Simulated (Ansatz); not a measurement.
`COC(Cl)Cl` + H₂O → `COC(O)Cl` + HCl at 298.15 K and 1 bar (formal hydrolysis of a C–Cl bond).

Program: Ansatz. Geometries: PBE0-D4/def2-TZVP. ΔE: electronic, gas phase. CCSD(T)/CBS is the MP2 limit (def2-TZVPP, def2-QZVPP) plus CCSD(T) − MP2 in def2-TZVPP, frozen cores. This one scheme is used for every species. One conformer a species, not always the lowest.

```
    species  CCSD(T)/CBS energy (Eh)  H − E (kJ/mol)  S (J/(mol·K))
`COC(Cl)Cl`              -1073.21748           181.1          330.5
        H₂O                -76.37941            66.4          188.7
 `COC(O)Cl`               -689.22142           218.1          324.7
        HCl               -460.38127            26.6          186.8
```

H − E and S are ideal-gas, rigid-rotor, harmonic terms from PBE0-D4/def2-TZVP, for one conformer and one mirror image of each species. 1 Eh = 2625.50 kJ/mol, R = 8.31446 J/(mol·K).

Task: By hand: ΔE, ΔH, ΔS and ΔG.

Result: ΔE = (-689.22142) + (-460.38127) − (-1073.21748) − (-76.37941) = -0.00580 Eh = -15.2 kJ/mol. Δ(H − E) = 218.1 + 26.6 − 181.1 − 66.4 = -2.8, so ΔH = -18.0 kJ/mol. ΔS = 324.7 + 186.8 − 330.5 − 188.7 = -7.7 J/(mol·K). ΔG = -18.0 − 298.15 × (-7.7)/1000 = -15.7 kJ/mol.

Task: By hand: the equilibrium constant, and the temperature at which ΔG would vanish if ΔH and ΔS stayed fixed.

Result: log₁₀ K = −ΔG/(RT ln 10) = 2.8. ΔG = 0 at ΔH/ΔS = 2338 K, though so small a ΔS makes that figure unsure.

The number of gas molecules stays the same, so ΔS is small and ΔH decides. A doubt of 5 kJ/mol in ΔE shifts log₁₀ K by 0.9 here. Other conformers and mirror images would add mixing entropy, several J/(mol·K) or more a flexible species. These are equilibria of isolated gas molecules and say nothing of rates. Largest T1 diagnostic: 0.011 (customary marks: 0.02 for closed shells, 0.045 for open ones).
